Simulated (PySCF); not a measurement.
C2H6S, SMILES CSC. The structure is a stationary point at PBE0-D3(BJ)/def2-TZVP.

These are PBE0-D3(BJ)/def2-TZVP (PySCF) values and carry that method's errors.

Harmonic wavenumbers (cm⁻¹): 189, 189, 266, 720, 774, 909, 951, 988, 1052, 1336, 1360, 1454, 1463, 1471, 1479, 3043, 3047, 3120, 3129, 3151, 3152. Rotational constants (GHz): 18.03, 7.638, 5.758; symmetry number 2.

### Question
Work out the zero-point energy and the ideal-gas rigid-rotor harmonic-oscillator thermochemistry at 298.15 K and 1 atm.

### Answer
ZPE = ½ Σ hcν = ½ × 33241 cm⁻¹ = 198.83 kJ/mol. H − E(el) = 214.05 kJ/mol. Entropy in J/(mol K): translation 160.24, rotation 92.65, vibration 29.87, total 282.76. G − E(el) = 129.74 kJ/mol. Cp = 71.58 J/(mol K).
